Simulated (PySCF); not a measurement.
tetrafluoromethane cation (CF4), SMILES FC(F)(F)F (connectivity only; charge and spin as stated), charge +1, multiplicity 2. Geometry: PBE-D3(BJ)/def2-SVP. The spin state was assumed, not searched.

The numbers are results of PBE-D3(BJ)/def2-SVP (PySCF 2.14.0), not measurements.

Harmonic wavenumbers (cm⁻¹): 324, 357, 394, 394, 555, 811, 811, 866, 884. Rotational constants (GHz): 5.721, 5.721, 5.418; symmetry number 4.

Work out the zero-point energy and the ideal-gas rigid-rotor harmonic-oscillator thermochemistry at 298.15 K and 1 atm.

ZPE = ½ Σ hcν = ½ × 5397 cm⁻¹ = 7.72 kcal/mol. H − E(el) = 11.23 kcal/mol. Entropy in cal/(mol K): translation 39.34, rotation 22.25, vibration 5.63, spin 1.38, total 68.60. G − E(el) = -9.22 kcal/mol. Cp = 17.57 cal/(mol K).
